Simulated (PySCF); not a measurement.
NMR data simulated for an unnamed compound:

1H NMR (300 MHz, computed): δ 8.71 (s, 2H).

13C{1H} NMR (computed): δ 160.7 (CH), 152.7 (C).

Calculated, not measured (PySCF 2.14): structure optimised with PBE0-D3(BJ)/def2-SVP, J: B3LYP/pcJ-1, GIAO HF/pcSseg-2 shieldings. Non-relativistic, one computed conformer, in vacuum, rapidly exchanging positions averaged.

Referencing at the same level of theory: 1H and 13C against TMS.

Which of these does the molecule contain: an OH group, a ketone, a C≡C triple bond, a three-membered ring?

Answers


- An OH group: no.
- A ketone: no.
- A C≡C triple bond: no.
- A three-membered ring: yes.

The data belong to SMILES c1c(=O)c1, C₃H₂O; they needn't prove each group on their own.

Carbon signals by region: 1 in the far downfield region (above 160 ppm), 1 in the sp2 and nitrile region (100–160 ppm). Above 160 ppm: 160.7, unsaturated ring CH.

Shifts are as computed, not scaled to solution data. Of 1211 compounds with measured shifts, 218 miss one by over three times the rms of a fit or turn the order of signals round; such compounds aren't used in these exercises.
